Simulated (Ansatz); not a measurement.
Z-matrix (Å, degrees):
```
C
C 1 1.334
H 1 1.085 2 121.4
H 1 1.083 2 121.4 3 -180.0
C 2 1.442 1 125.0 3 -0.0
H 2 1.089 1 118.7 3 180.0
C 5 1.334 2 122.3 1 180.0
H 5 1.086 2 118.8 1 -0.0
O 7 1.353 5 122.2 2 -180.0
H 7 1.088 5 121.3 2 0.0
H 9 0.959 7 109.7 5 -180.0
```

The species carries charge 0 and has multiplicity 1.

Q: List the PBE0/def2-TZVPP orbital energies in eV (Ansatz 0.2.0). (Best estimate.)

A: Ansatz gave: Occupied: -523.73, -279.84, -278.26, -277.95, -277.73, -29.99, -22.55, -20.48, -17.18, -15.88, -15.03, -13.52, -11.96, -11.49, -11.35, -10.29, -9.80, -8.78, -6.02. Lowest empty: -0.30, 0.76, 1.86, 2.03, 2.48, 3.11, 3.71, 4.19.
